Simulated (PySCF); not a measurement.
How methods differ on the electron affinity of Li

Li⁻ [He] 2s2 (1S) → Li [He] 2s1 (2S), as a difference of total energies. All numbers are calculated (PySCF 2.14, no relativity, point nucleus, in aug-cc-pVTZ (5s4p3d2f, 46 functions)). Correlated levels: valence: 1s2 frozen. The calculations carry no spin-orbit coupling.

```csv
method,electron affinity (eV),error (eV)
UHF,-0.124,-0.742
LDA,0.588,-0.030
PBE,0.511,-0.107
PBE0,0.494,-0.124
r2SCAN,0.452,-0.166
B3LYP,0.555,-0.063
CAM-B3LYP,0.505,-0.113
PW91,0.546,-0.072
r2SCAN0,0.464,-0.154
MP2 (valence),0.348,-0.270
SCS-MP2 (valence),0.442,-0.176
```

Reference: 0.618 eV (measured; photodetachment measurements, as compiled on the Wikipedia data page of electron affinities).

Errors of the correlated levels include the incompleteness of this basis and the frozen core.

A negative affinity means that the anion lies above the atom at that level of theory.

In the anion the highest occupied orbital energy is positive at LDA, PBE, PBE0, r2SCAN, B3LYP, PW91, r2SCAN0, a self-interaction effect; the basis confines that electron, and the energy difference can still be sensible.
